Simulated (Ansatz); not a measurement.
```yaml
crystal:
  periodic: [false, false, false]
  atoms:
    - {symbol: Ti, position_ang: [-1.593451, -0.523207, -0.000923]}
    - {symbol: C, position_ang: [0.265465, 0.006300, 0.000439]}
    - {symbol: O, position_ang: [1.327986, 0.516907, 0.000484]}
basis:
  gaussian: {orbitals: def2-TZVP}
total_charge: 1
magnetization: {spin_polarized: true, initial_magnetization: 3}
hamiltonian: {xc: pbe0}
relax: {f_tol: 0.004, max_steps: 80}
```

```sh
$ ansatz run in.yaml --threads 1 --pin off --events-out ev --progress --plain --max-ram 2176MiB
```

Steps of the relaxation (energy above the last step; positions in Å, forces in eV/Å):

```
3
step 1, 282.8 meV
Ti   -1.593   -0.523   -0.001   -1.766   -0.638   -0.001
C     0.265    0.006    0.000    5.731    2.779    0.000
O     1.328    0.517    0.000   -3.965   -2.141    0.001
```

```
3
step 2, 61.5 meV
Ti   -1.625   -0.540   -0.001   -0.922   -0.381    0.000
C     0.294    0.036    0.000    1.622    0.890    0.000
O     1.331    0.504    0.001   -0.700   -0.509    0.001
```

```
3
step 3, 4.8 meV
Ti   -1.680   -0.567   -0.001   -0.001   -0.058    0.000
C     0.318    0.069    0.000    0.090    0.205   -0.001
O     1.362    0.498    0.001   -0.088   -0.147    0.000
```

```
3
step 4, 0.3 meV
Ti   -1.675   -0.581   -0.001   -0.020   -0.003    0.000
C     0.305    0.109    0.000   -0.224   -0.089    0.000
O     1.370    0.472    0.001    0.244    0.091    0.000
```

```
3
step 5, 0.0 meV
Ti   -1.677   -0.580   -0.001    0.002    0.001    0.000
C     0.306    0.106    0.000    0.005    0.002    0.000
O     1.371    0.475    0.001   -0.007   -0.002    0.000
```

```
3
step 6, 0.0 meV
Ti   -1.677   -0.580   -0.001    0.000    0.000    0.000
C     0.306    0.106    0.000    0.000    0.000    0.000
O     1.371    0.474    0.001    0.000    0.000    0.000
```

Close pairs at the end: C2–O3 1.127 Å, Ti1–C2 2.099 Å.

A stationary point of unrestricted PBE0 after 6 steps, with ⟨S²⟩ = 3.753 against 3.75 for a pure state; no frequencies were run, so it isn't proven a minimum. 6.8 min on 1 thread of Arm Neoverse V2, shared host.
